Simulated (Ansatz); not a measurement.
`CC1C=C1` and `C1=CC1` differ in one atom or group.

Ansatz, PBE0-D4/def2-TZVP geometries, multiplicity 1. 

```tsv
property	`CC1C=C1`
LUMO energy (PBE0/def2-TZVPP) / eV	0.11
HOMO–LUMO gap (B3LYP/def2-TZVPP) / eV	6.85
HOMO energy (PBE/def2-TZVPP) / eV	-6.08
size of the dipole moment (B3LYP/def2-TZVPP) / D	0.36
ideal-gas entropy at 298 K and 1 bar (rigid rotor, harmonic PBE0-D4/def2-TZVP) / J/(mol·K)	281
HOMO energy (ωB97M-V/def2-TZVPP) / eV	-9.46
```

Problem. Give the same properties after the change, and the shifts. (Estimate.)

Solution. Ansatz gave: 
```csv
property,`C1=CC1`,shift
LUMO energy (PBE0/def2-TZVPP) / eV,0.11,0.00
HOMO–LUMO gap (B3LYP/def2-TZVPP) / eV,6.88,0.03
HOMO energy (PBE/def2-TZVPP) / eV,-6.09,-0.01
size of the dipole moment (B3LYP/def2-TZVPP) / D,0.48,0.12
"ideal-gas entropy at 298 K and 1 bar (rigid rotor, harmonic PBE0-D4/def2-TZVP) / J/(mol·K)",242,-39
HOMO energy (ωB97M-V/def2-TZVPP) / eV,-9.49,-0.03
```

The zero-point energy changes by -73.5 kJ/mol with -9 modes. Dipoles are sizes alone; their direction can turn.

B3LYP here is the variant with VWN-RPA as its local correlation; programs differ in this.
